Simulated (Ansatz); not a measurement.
`FC(F)=NP`, 7 atoms. The species carries charge 0 and has multiplicity 1. All runs use 2 threads of an Arm Neoverse V1 on a shared host. Correlated methods freeze the cores.

Problem. How many basis functions does each run have, and how long does it take in Ansatz? RKS PBE0-D4/def2-TZVP relaxation (10 steps); RKS ωB97M-V/def2-QZVPP energy; RKS PBE0-D4/def2-TZVP frequencies; RKS PBE0-D4/def2-QZVPP energy; RHF-CCSD(T)/def2-TZVPP energy; RHF-MP2/def2-QZVPP energy; RKS HSE06 (plane-wave form)-D4/def2-TZVPP energy; direct RPA on PBE orbitals/def2-TZVPP energy; RHF-CCSD(T)/def2-SVP energy; RKS B3LYP-D4/def2-TZVPP energy and forces; RKS ωB97M-V/def2-SVP energy; RKS PBE0-D4/def2-SVP energy. (An estimate is asked.)

Solution. Ansatz gave: Other jobs shared the machine, so times are rough.

| level | job | functions | wall time | peak host memory (GiB) |
| --- | --- | --- | --- | --- |
| RKS PBE0-D4/def2-SVP | energy | 84 | 1.2 s | 0.37 |
| RKS HSE06 (plane-wave form)-D4/def2-TZVPP | energy | 194 | 3.4 s | 0.42 |
| RHF-CCSD(T)/def2-SVP | energy | 84 | 3.8 s | 0.37 |
| RKS B3LYP-D4/def2-TZVPP | energy and forces | 194 | 4 s | 0.4 |
| direct RPA on PBE orbitals/def2-TZVPP | energy | 194 | 5 s | 0.37 |
| RKS ωB97M-V/def2-SVP | energy | 84 | 5.5 s | 0.37 |
| RKS PBE0-D4/def2-QZVPP | energy | 358 | 7.5 s | 0.92 |
| RHF-MP2/def2-QZVPP | energy | 358 | 19 s | 1.4 |
| RKS ωB97M-V/def2-QZVPP | energy | 358 | 19 s | 1.1 |
| RKS PBE0-D4/def2-TZVP | relaxation (10 steps) | 173 | 40 s | 0.36 |
| RHF-CCSD(T)/def2-TZVPP | energy | 194 | 100 s | 2.4 |
| RKS PBE0-D4/def2-TZVP | frequencies | 173 | 110 s | 0.37 |

B3LYP here is the variant with VWN-RPA as its local correlation; programs differ in this.
